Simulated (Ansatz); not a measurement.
Two shapes of singlet CH3F.

Shape 1:

```xyz
5

C    -0.0144   -0.0466   -0.6295
F    -0.0296   -0.0257    0.7758
H     0.0243   -1.0750   -0.9768
H    -0.9243    0.5199   -1.0386
H     0.9044    0.4687   -1.0010
```

Shape 2:

```xyz
5

C    -0.0459   -0.0186   -0.6445
F    -0.0036   -0.0098    0.7430
H     0.0278   -1.1189   -0.9845
H    -0.8809    0.5143   -1.0296
H     0.8717    0.4695   -1.0315
```

Basis set: 6-31G (spherical functions). Frozen core: 2 orbitals. Charge 0, multiplicity 1.

Computed with Ansatz (development build ahead of 0.2.0); each method stands on the lowest determinant of its kind that the runs found.

Task: Which shape is lower in energy, and by how much in each method?

Result:

```
 method  E(2) − E(1) (eV)
    RHF             0.046
RHF-MP2             0.085
```

Shape 1 is lower.
